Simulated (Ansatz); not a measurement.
AlCl (`[Al][Cl]`), relaxed with RKS PBE0-D4/def2-TZVP in Ansatz from a PBE-D4/def2-SVP geometry. The force threshold is 0.005 eV/Å; the program also tests the step.

The species carries charge 0 and has multiplicity 1.

Start:

```xyz
2

Al   -0.843    0.648   -0.194
Cl    0.843   -0.648    0.194
```

```
step  energy (eV)  largest force (eV/Å)  largest move (Å)
   1  -19114.2915                 0.190             0.000
   2  -19114.2928                 0.069             0.005
   3  -19114.2930                 0.002             0.003
```

End:

```xyz
2

Al   -0.837    0.643   -0.192
Cl    0.837   -0.643    0.192
```

Hardware: 2 threads of an AMD EPYC 7R13 on a shared host. Wall time 2.6 s, peak host memory 0.18 GiB.
